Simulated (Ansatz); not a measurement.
Worked example: vertical ionisation energy of NH3S (Thiohydroxylamine)

NH3S has 5 atoms, charge 0, and is taken as a singlet. SMILES: `NS`. The coordinates come from a GFN2-xTB relaxation. This is one conformer, not always the lowest.

```xyz
5

N    -0.1628   -0.5074   -0.2317
S     0.1683    0.9544    0.6103
H     0.0150   -1.3007    0.3754
H    -1.1360   -0.5247   -0.5192
H     1.1154    1.3784   -0.2349
```

Both states at this one shape; open shells run unrestricted unless said. 1 Eh = 27.2114 eV.

```tsv
level	program	singlet NH3S (Eh)	doublet NH3S+ (Eh)
PBE/STO-3G	Ansatz	-449.294385	-449.038416
r2SCAN0/STO-3G	Ansatz	-449.518821	-449.245785
```

**Question.** Work out the vertical ionisation energy at each level.

**Answer.** 
1. PBE/STO-3G: -449.038416 − (-449.294385) = 0.255969 Eh = 6.97 eV.
2. r2SCAN0/STO-3G: -449.245785 − (-449.518821) = 0.273036 Eh = 7.43 eV.

No measured value is set beside it here; the levels span 6.97 to 7.43 eV. Minimal sets are far from the basis-set limit.
